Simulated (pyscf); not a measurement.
Single points on ωB97X-D3(BJ)/def2-SVP structures (PySCF, gas phase). Correlated levels are frozen-core, on RHF or UHF. ΔMP2 is the change of the MP2 total energy from the triple- to the quadruple-zeta basis.

**Question.** How much does it cost (ΔH, 298 K, CCSD(T)/def2-TZVPP + ΔMP2(QZVPP)) to split `[CH]#[C][CH]=[NH]` at its C–C bond into •C≡CH + •HC=NH?

**Answer.** C–C to •C≡CH + •HC=NH: 5.35 eV. The radicals are drawn with the spin at the cut bond; how far it spreads was not checked. HC≡C–CH=NH lies 1.49 eV over its isomer H₂C=CH–C≡N, and others may lie lower still (electronic energy, ωB97M-D3(BJ)). •HC=NH lies 0.35 eV over its isomer H₂C=N•, and others may lie lower still (electronic energy, ωB97M-D3(BJ)). The CCSD(T) − MP2 part came from Ansatz, without density fitting, on the same reference. An open-shell T1 diagnostic exceeds 0.045. A UHF reference is spin-contaminated (<S²> up to 1.15), which harms MP2 most. C₂H has a Π state close over its Σ ground state, and the state reached was not checked.
